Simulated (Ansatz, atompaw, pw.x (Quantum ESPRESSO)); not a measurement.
**What a changed setting does to a pw.x run (bcc Re)**

Potential: PAW, atompaw 4.2.0.5, PBEsol; core [Kr] 4d10 4f14, reference 5s2 5p6 5d5 6s2 6p0; waves: 5s (bound): rc 1.95 bohr; 6s (bound): rc 2.10 bohr; 5p (bound): rc 1.90 bohr; 6p (bound, empty): rc 2.10 bohr; 5d (bound): rc 2.10 bohr; 5d channel at 1.85 Ry: rc 1.95 bohr; local part: ultrasoft scheme with l = 3 at 1 Ry, radius 1.65 bohr; core correction: smooth core density matched at 1.35 bohr; augmentation: besselshape compensation charge, radius 1.95 bohr; PAW radius 2.10 bohr; waves and projectors: custom polynom vanderbiltortho.

The reference run (k-mesh 15³, cutoffs 55/550 Ry, Fermi–Dirac 0.01 Ry, mixing_beta 0.4, conv_thr 1e-9, no spin) gives -0.84 GPa at 14.678 Å³/atom, where all-electron LAPW gives 0.85 GPa. This run, with its own iteration cap, changes electron_maxstep to 2, a wrong or extreme entry chosen on purpose.

```
&control
  calculation='scf', prefix='x', pseudo_dir='./', outdir='./tmp', tstress=.true., disk_io='none'
/
&system
  ibrav=0, nat=1, ntyp=1, ecutwfc=55, ecutrho=550, nbnd=15,
  occupations='smearing', smearing='fd', degauss=0.01
/
&electrons
  conv_thr=1e-09, mixing_beta=0.4, electron_maxstep=2
/
ATOMIC_SPECIES
Re 1.0 Re.UPF
CELL_PARAMETERS angstrom
  -1.54241875 1.54241875 1.54241875
  1.54241875 -1.54241875 1.54241875
  1.54241875 1.54241875 -1.54241875
ATOMIC_POSITIONS crystal
Re 0.0000 0.0000 0.0000
K_POINTS automatic
15 15 15 0 0 0
```

```bash
pw.x < Re.scf.in > Re.scf.out
```

**Question.** How does the run end?

**Answer.** It does not reach self-consistency within its iteration cap.

```
Message from routine setup:
     using ibrav=0 with symmetry is DISCOURAGED, use correct ibrav instead
     lattice parameter (alat)  =       5.0485  a.u.
     unit-cell volume          =      99.0521 (a.u.)^3
     number of electrons       =        15.00
     number of Kohn-Sham states=           15
     kinetic-energy cutoff     =      55.0000  Ry
     charge density cutoff     =     550.0000  Ry
     scf convergence threshold =      1.0E-09
     Exchange-correlation= SLA PW PSX PSC
     number of k points=   120  Fermi-Dirac smearing, width (Ry)=  0.0100
     iteration #  1     ecut=    55.00 Ry     beta= 0.40
     total energy              =    -785.98286976 Ry
     estimated scf accuracy    <       0.03991657 Ry
     iteration #  2     ecut=    55.00 Ry     beta= 0.40
     total energy              =    -785.98442017 Ry
     estimated scf accuracy    <       0.00504901 Ry
     convergence NOT achieved after   2 iterations: stopping
     Message from routine punch:
     Nothing written, as per user request (disk_io='none')
```

The run took about 6.2 s on one core of a shared host (Intel(R) Xeon(R) Platinum 8488C, 192 threads, 744 GiB, load 65).
